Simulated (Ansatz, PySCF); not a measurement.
Molecule: hydrogen sulfide, H2S (charge 0, singlet). 
Coordinates optimised at B3LYP-D3(BJ)/def2-TZVP (Ansatz, a program for electronic structure):
```
S
H 1 1.3426
H 1 1.3426 2 92.55
```
Charge 0, spin multiplicity 1.

Dipole moments at this geometry, in debye (magnitudes).

```tsv
level	program	dipole (D)
SVWN5/def2-TZVPD	Ansatz	1.02
revPBE/def2-TZVPD	Ansatz	0.97
M06-L/def2-TZVPD	PySCF	1.00
BHLYP/def2-TZVPD	Ansatz	1.02
r2SCANh/def2-TZVPD	Ansatz	1.04
r2SCAN0/def2-TZVPD	Ansatz	1.05
CAM-B3LYP/def2-TZVPD	Ansatz	1.02
LC-wPBE/def2-TZVPD	Ansatz	1.10
wB97M-V/def2-TZVPD	Ansatz	0.98
CCSD(T)/aug-cc-pV(D+d)Z	Ansatz	0.98
```

Measured: 0.97 D (NIST CCCBDB, as tabulated in the package chemicals), a vibrational average. This is an older compilation, not checked against later work.
